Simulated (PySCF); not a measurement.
Compound: C3H8O.
SMILES with atom numbers: `[CH3:1][CH2:2][O:3][CH3:4]` (hydrogens: H5, H6, H7 on C1; H8, H9 on C2; H10, H11, H12 on C4)

Method: PBE0-D3(BJ)/def2-SVP geometry optimisation, gas phase (PySCF).

**Question.** What internal coordinates does the optimisation give?

**Answer.** 
```json
{"bond": "C1–C2", "length (Å)": "1.509"}
{"bond": "C2–O3", "length (Å)": "1.398"}
{"bond": "O3–C4", "length (Å)": "1.390"}
{"bond": "C1–H5, C1–H6, C1–H7", "length (Å)": "1.100"}
{"bond": "C2–H8, C2–H9", "length (Å)": "1.111"}
{"bond": "C4–H10, C4–H11", "length (Å)": "1.109"}
{"bond": "C4–H12", "length (Å)": "1.099"}
```

Bonds in one row agree within 0.01 Å and their mean is given. A selection of angles:
```json
{"angle": "C2–C1–H5", "degrees": "110.8"}
{"angle": "C2–C1–H6", "degrees": "110.4"}
{"angle": "H5–C1–H6", "degrees": "108.5"}
{"angle": "H6–C1–H7", "degrees": "108.1"}
{"angle": "C1–C2–O3", "degrees": "109.0"}
{"angle": "C1–C2–H8", "degrees": "110.4"}
{"angle": "O3–C2–H8", "degrees": "110.3"}
{"angle": "H8–C2–H9", "degrees": "106.3"}
{"angle": "C2–O3–C4", "degrees": "113.4"}
{"angle": "O3–C4–H10", "degrees": "112.2"}
{"angle": "O3–C4–H12", "degrees": "108.1"}
{"angle": "H10–C4–H11", "degrees": "107.5"}
```

Torsions: C1–C2–O3–C4 180° (antiperiplanar).

O3 (ether oxygen) is bent (angle 113.4°). Of the pairs four or more bonds apart, H8···H11 is among the closest relative to their van der Waals radii: 2.43 Å, 101 % of the sum of Bondi's values. The 4 heavy atoms lie in one plane (0.001 Å rms).

Point group: Cs (every atom within 0.08 Å of its image). Not checked by PBE0-D3(BJ)/def2-SVP frequencies. One conformer, not necessarily the lowest.
